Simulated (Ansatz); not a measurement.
Input for Ansatz (development build ahead of 0.2.0):

```yaml
crystal:
  periodic: [false, false, false]
  atoms:
    - { symbol: "N", position_ang: [0.0, 0.0, 0.0] }
    - { symbol: O, position_ang: [0.0, 0.0, 1.38] }
basis:
  gaussian: { orbitals: def2-SVP }
magnetization:
  spin_polarized: true
  initial_magnetization: 1
hamiltonian:
  xc: hf
correlation:
  method: mp2
  frozen_orbitals: { "N": 1, O: 1 }
output:
  forces: true
```

The input is written out in the form of the current development build from the run's settings.

Results

| Quantity | Value |
| --- | --- |
| Converged | yes |
| Reference energy | -129.08844 hartree |
| Correlation energy | -0.25624 hartree |
| Total energy | -129.34468 hartree |
| Spin squared of the determinant | 1.518 |
| Stability test | minimum |

Forces (eV/Å):
```tsv
atom	Fx	Fy	Fz
N1	0.000	0.000	9.960
O2	0.000	0.000	-9.960
```

Caution: bonds are stretched, where a single reference can fail; the unrestricted determinant is spin contaminated.
